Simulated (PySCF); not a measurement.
## Dipole moment and polarisability of `N#CC(F)=C=S`

Species: C3FNS.
Structure used (PBE0-D3(BJ)/def2-SVP), in Å, numbered top down from 1:
```xyz
6
C3FNS angstrom
N     -2.219   -0.929    0.110
C     -1.242   -0.309    0.012
C     -0.045    0.445   -0.101
F     -0.153    1.746   -0.375
C      1.147   -0.130    0.066
S      2.514   -0.823    0.264
```

Level: wB97X-D/def2-SVPD (PySCF), static field, nuclei fixed, core orbitals frozen in the response. The polarisability tensor in these axes (au):

```
x   106.28  -8.75   4.36
y    -8.75  51.33  -2.92
z     4.36  -2.92  39.87
```

Question: Give the principal values, the mean and the anisotropy Δα = √{½[(α1 − α2)² + (α2 − α3)² + (α1 − α3)²]}.

Answer: Principal values 39.08, 50.42 and 107.97 au; mean 65.83 au = 9.75 Å³ = 10.85 × 10⁻⁴⁰ C²·m²/J; Δα = 63.98 au (97 % of the mean).

Question: What is the dipole moment, and where does it point?

Answer: (3.56, 0.20, 0.09) D, 3.57 D in size, pointing from the negative to the positive side. Measured along this direction, the outermost atoms are N1 at the negative end and S6 at the positive end.

Question: How large is μ²/3kT at 500 K beside α?

Answer: In Gaussian units μ²/3kT = 61.57 Å³ against 9.75 Å³, a ratio of 6.31; the Debye molar polarisation (4π/3)N_A(α + μ²/3kT) is 179.9 cm³/mol, leaving out the vibrational part.

Question: Find the Langevin capture rate constant for H3O+ (19.018 u) meeting this molecule (100.974 u), k = 2.342 × 10⁻⁹ cm³/s × √(α in Å³ / reduced mass in u).

Answer: The reduced mass is 16.00 u, so k = 1.83 × 10⁻⁹ cm³/s. The formula leaves out the permanent dipole, which adds to the capture rate.

Question: What depolarisation ratio follows for Rayleigh scattering of linearly polarised light, taking the static tensor?

Answer: ρ = 3Δα²/(45ᾱ² + 4Δα²) = 12278.6/(194988 + 16371.5) = 0.0581.

Question: Directions of the eigenvectors, and the extent of the frame along each?

Answer: Largest value along (0.99, -0.16, 0.07), where the nuclei span 4.66 Å; middle along (0.17, 0.97, -0.20), 3.02 Å; least along (-0.04, 0.21, 0.98), 0.01 Å. The response follows the extents in order.

Isolated species at its PBE0-D3(BJ)/def2-SVP geometry, gas phase.

The run behind these numbers computed excited states and ΔSCF ions as well. Hardware: Arm Neoverse V1, one thread (shared host). Cost: 29 s of wall time.
